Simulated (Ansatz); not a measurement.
hcp Y was calculated with PBE-D3(BJ) (plane waves, PAW; Ansatz, a program for electronic structure).

Run with plane-wave cutoff 520 eV, 18×18×10 k mesh (along the axes of the cell as run), Fermi–Dirac smearing 0.05 eV, scalar-relativistic PAW data made under PBE.

Equation-of-state points:

```csv
V (Å³/atom),E − E_lowest (meV/atom)
30.254,6.98
30.884,1.71
31.515,0.00
32.145,1.60
32.775,6.27
```

**Question.** Fit the third-order Birch–Murnaghan equation and give B0 and B′.

**Answer.** V0 = 31.518 Å³/atom, B0 = 42.0 GPa, B′ = 2.6 (fit to the energies at full precision).

Shape and atoms are relaxed at each volume.

Measured, for comparison: bulk modulus 41.7 GPa (zero-point energy and finite temperature contributions removed, our sources range from 37.3 to 41.7; as tabulated in doi:10.1021/acs.jctc.3c00612). Computed (rounded) less measured: bulk modulus +0.7 % (+0.7 % to +13 % over the range).

Note: the bulk modulus comes from volumes at which shape and atoms were relaxed.

Computed values are for the static lattice.
